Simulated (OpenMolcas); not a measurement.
## LiCl (SMILES [Li][Cl]): the vertical energy of the triplet above the singlet from total energies

The species is LiCl (2 atoms), meant as a singlet with charge 0. As SMILES, `[Li][Cl]`. The shape comes from GFN2-xTB, which is rough for such elements, and wasn't checked as a minimum.

```xyz
2

Li    0.8327   -0.2974    0.4186
Cl   -0.8327    0.2974   -0.4186
```

Both states at this one shape; open shells run unrestricted unless said. 1 Eh = 27.2114 eV.

```
                                                            level     program  singlet LiCl (Eh)  triplet LiCl (Eh)
                                                        HF/STO-3G  OpenMolcas        -461.992227        -461.850113
CCSD(T)/ANO-L-VDZ, open shells restricted, 5 core orbitals frozen  OpenMolcas        -467.087527        -466.904510
```

Q: Work out the vertical gap, second state less first, at each level.

A: 
1. HF/STO-3G: -461.850113 − (-461.992227) = 0.142114 Eh = 3.87 eV.
2. CCSD(T)/ANO-L-VDZ, open shells restricted: -466.904510 − (-467.087527) = 0.183017 Eh = 4.98 eV.

No measured value is set beside it here; the levels span 3.87 to 4.98 eV. Hartree–Fock favours the state with fewer electron pairs, since it lacks pair correlation. Minimal sets are far from the basis-set limit.
